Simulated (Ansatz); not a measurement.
# C₂H₄FNO: one species, many methods

The task here is to estimate one member of a computed series from the others.

The runs use Ansatz 0.2.0, Gaussian basis; functionals in def2-TZVPP, the program's frozen cores in correlated methods.

The runs, in order: LDA (SPW92), PBE-D4, revPBE-D4, BLYP-D4, r2SCAN-D4, B97M-V, PBE0-D4, B3LYP-D4, r2SCANh-D4, r2SCAN0-D4, HSE06-D4, BHLYP-D4, CAM-B3LYP-D4, LC-ωPBE, ωB97X-V, ωB97M-V, B2PLYP, PBE-QIDH; CCSD(T)/def2-SVP; CCSD(T)/def2-TZVPP; MP2/def2-QZVPP; extrapolation to the limit; RPA on PBE.

**The relaxed structure**

All runs share one geometry, relaxed beforehand with PBE0-D4 in a triple-zeta def2 set.

9 atoms, charge 0, spin multiplicity 1.

Atoms are counted from 1 here; the program's logs count them from 0.

Bond lengths: N1–C2 1.389 Å, N1–H6 1.010 Å, N1–H7 1.013 Å, C2–O3 1.357 Å, C2–C4 1.329 Å, O3–H8 0.965 Å, C4–F5 1.353 Å, C4–H9 1.079 Å. Angles: C2–N1–H6 112.4°, C2–N1–H7 112.7°, H6–N1–H7 110.6°, N1–C2–O3 114.9°, N1–C2–C4 125.4°, O3–C2–C4 119.7°, C2–O3–H8 107.3°, C2–C4–F5 119.6°, C2–C4–H9 125.2°, F5–C4–H9 115.1°.

Set-up of the first run:

The input, in.yaml:

```yaml
crystal:
  periodic: [false, false, false]
  atoms:
    - {symbol: N, position_ang: [1.200810, -0.011307, 0.338641]}
    - {symbol: C, position_ang: [-0.055151, -0.074647, -0.251549]}
    - {symbol: O, position_ang: [-0.051056, -0.407638, -1.567489]}
    - {symbol: C, position_ang: [-1.210228, 0.134123, 0.371665]}
    - {symbol: F, position_ang: [-1.210352, 0.609512, 1.638067]}
    - {symbol: H, position_ang: [1.151668, 0.195890, 1.326039]}
    - {symbol: H, position_ang: [1.821690, 0.636028, -0.131077]}
    - {symbol: H, position_ang: [0.627611, -1.081845, -1.691419]}
    - {symbol: H, position_ang: [-2.186494, -0.046315, -0.049878]}
basis:
  gaussian: {orbitals: def2-TZVPP}
hamiltonian: {xc: lda}
output: {orbitals: {seedname: orbitals}}
```

On the command line:

```sh
$ ansatz run in.yaml --threads 2 --pin off --events-out ev --progress --plain --max-ram 4352MiB
```

Steps of the session up to this table: LDA; PBE-D4 (GGA); revPBE-D4 (GGA); BLYP-D4 (GGA); r2SCAN-D4 (meta-GGA); B97M-V (meta-GGA); PBE0-D4 (hybrid); B3LYP-D4 (hybrid); r2SCANh-D4 (hybrid); r2SCAN0-D4 (hybrid); HSE06-D4 (hybrid); BHLYP-D4 (hybrid); CAM-B3LYP-D4 (range-separated); LC-ωPBE (range-separated); ωB97X-V (range-separated); ωB97M-V (range-separated); B2PLYP (double hybrid); PBE-QIDH (double hybrid).

One of the session's tables, all rows but one given; the rest of the session is left out.

It belongs to the step «Orbital energies across the functionals». 

| functional | HOMO (eV) | LUMO (eV) | gap (eV) |
| --- | --- | --- | --- |
| LDA (SPW92) | -5.03 | -0.09 | 4.94 |
| PBE-D4 | -4.84 | 0.03 | 4.88 |
| revPBE-D4 | -4.77 | 0.09 | 4.86 |
| BLYP-D4 | -4.75 | -0.04 | 4.71 |
| r2SCAN-D4 | -5.05 | 0.53 | 5.58 |
| B97M-V | -5.13 | 0.28 | 5.41 |
| PBE0-D4 | -6.11 | 0.88 | 6.99 |
| B3LYP-D4 | -5.92 | 0.48 | 6.41 |
| r2SCANh-D4 | -5.53 | 0.88 | 6.41 |
| r2SCAN0-D4 | -6.25 | 1.39 | 7.63 |
| HSE06-D4 | -5.70 | 0.52 | 6.22 |
| BHLYP-D4 | ? | ? | ? |
| CAM-B3LYP-D4 | -7.50 | 1.60 | 9.10 |
| LC-ωPBE | -8.80 | 2.98 | 11.79 |
| ωB97X-V | -8.44 | 2.77 | 11.21 |
| ωB97M-V | -8.35 | 2.28 | 10.63 |

**Question.** Estimate the row for BHLYP-D4.

Worked estimate for «HOMO (eV)». Against the share of exact exchange, BLYP-D4 (0, -4.75), B3LYP-D4 (0.2, -5.92) give a slope of -5.85 per unit share; at 0.5 the line stands at -7.67.

**Answer.** HOMO (eV): -7.29; LUMO (eV): 1.44; gap (eV): 8.73. In «HOMO (eV)» the line misses by -0.38.
